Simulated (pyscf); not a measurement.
**Insertion: `[CH3][In]` [singlet] + `[OH][SiH3]` -> `[CH3][In]([OH])[SiH3]`**

Gas phase, singlet surface, charge 0. Bonds broken: O6–Si7. Bonds formed: In1–O6, In1–Si7. PySCF, gas phase, ωB97X-D3(BJ)/def2-SVP geometries.

Transition state (Å):

```xyz
11

In    -1.2347     0.0225     0.8090
C     -2.5767    -1.6359     0.5467
H     -2.1932    -2.2989    -0.2448
H     -3.5664    -1.2632     0.2374
H     -2.6943    -2.2147     1.4748
O     -0.3873     0.8891    -0.9487
Si     0.3821     1.9972     0.6121
H     -0.2465     0.9838    -1.8990
H      0.6634     2.4904     2.0203
H      1.7618     1.6402     0.1621
H     -0.1972     3.2304    -0.0025
```

One imaginary mode, 152i cm⁻¹; descent along it reached the two sides named, in the forms told below.

| bond | change | reactant side (Å) | saddle | product side |
|---|---|---|---|---|
| O6–Si7 | breaks | 1.684 | 2.063 | 3.7 |
| In1–O6 | forms | 2.6 | 2.135 | 2.010 |
| In1–Si7 | forms | 4.1 | 2.560 | 2.538 |

Electronic energies relative to the separated reactants (kJ/mol):

```tsv
level	barrier	reaction energy	reverse barrier
ωB97X-D3(BJ)/def2-TZVP	69.3	-12.5	81.8
PBE/def2-TZVP	74.1	+12.0	62.2
r²SCAN/def2-TZVP	75.1	+8.4	66.8
B3LYP-D3(BJ)/def2-TZVP	104.1	+34.8	69.3
PBE0-D3(BJ)/def2-TZVP	79.1	+9.0	70.1
M06-2X/def2-TZVP	96.4	+25.9	70.5
ωB97M-D3(BJ)/def2-TZVP	99.8	+26.8	73.0
HF/def2-TZVP	170.0	+63.4	106.5
```

With ωB97M-D3(BJ)/def2-TZVP energies and thermal terms (ideal gas, 1 atm, RRHO with modes under 100 cm⁻¹ raised to 100, one conformer, R ln 2 for chiral ones without a mode under 150 cm⁻¹), in kJ/mol:

```
T (K)    ΔH‡    ΔG‡     ΔH      ΔG
-----  -----  -----  -----  ------
298    101.0  145.1  +30.6   +70.1
600    103.6  188.9  +36.1  +107.9
900    106.3  230.9  +41.4  +142.6
1200   108.9  272.0  +46.5  +175.6
```

On the reactant side the descent ends in a bound adduct, 35.4 kJ/mol under the separated species and 104.7 kJ/mol under the saddle at ωB97X-D3(BJ)/def2-TZVP. The same reactants have a lower exit, to H₃Si–O–In [singlet] + CH₄ (barrier +4.0 kJ/mol at ωB97M-D3(BJ)/def2-TZVP, against +99.8 kJ/mol here). One saddle was located; it need not be the lowest between these sides. Elements past Kr carry the def2 core potentials, without spin-orbit coupling.
